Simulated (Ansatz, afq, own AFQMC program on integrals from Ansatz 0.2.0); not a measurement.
**Where AFQMC and coupled cluster stand for B2H, quartet**

```yaml
atoms:
  - { symbol: B, position_ang: [-0.2728, 0.0000, 0.6312] }
  - { symbol: B, position_ang: [0.2597, 0.0000, -0.7929] }
  - { symbol: H, position_ang: [0.1399, 0.0000, 1.7348] }
```

Connectivity, by distances: BH–B.

Basis 6-31G. Only valence electrons are correlated. AFQMC by an in-house program on the Cholesky factors that Ansatz 0.2.0 writes for its CCSD(T) run. The CISD trial takes its coefficients from CCSD amplitudes. Released means that phaseless walkers are propagated on without the constraint, phases kept. Uncertainties: one standard error, sampling alone.

Determinant: ROHF, the one that the program's search chose, which needn't be the lowest solution. The geometry is a point of a scan.

Full CI on the same integrals is exact in this basis and with this determinant's frozen core.

Cautions: lower spins were not checked; the released energies are still falling, so no released level is given (meV from the phaseless value at times in 1/Eh: -2.7 ± 1.3 at 0.24, -6.1 ± 1.0 at 0.51, -9.3 ± 0.9 at 0.99, -11.9 ± 1.0 at 1.62, -13.9 ± 1.1 at 2.40), though the last usable value meets full CI within the noise.

```
T1 diagnostic                               : 0.0287
weight of the determinant in the CISD state : 0.923
size of the correlated space                : 7 electrons in 18 orbitals
```

Reference: full CI, correlation energy -2.504 eV.

| level | E − E(reference) (meV) | share of correlation (%) |
| --- | --- | --- |
| HF | 2504.5 | 0.00 |
| MP2 | 679.1 | 72.89 |
| CCSD | 83.3 | 96.67 |
| CCSD(T) | 25.4 | 98.98 |
| CCSDT | 5.9 | 99.76 |
| CCSDT(Q) | 1.5 | 99.94 |
| CCSDTQ | 0.3 | 99.99 |
| ph-AFQMC/HF | 119.0 ± 20.1 | 95.25 |
| ph-AFQMC/CISD | 15.1 ± 1.5 | 99.40 |

CCSDT and higher add their correlation energy to the determinant of the CCSD(T) run, since their own runs factorise the integrals more tightly (a shift of under 2 meV). A walk keeps the symmetry of its determinant, which the program's search chose and which needn't be the lowest solution, so a lower state of the same spin and another symmetry isn't excluded.
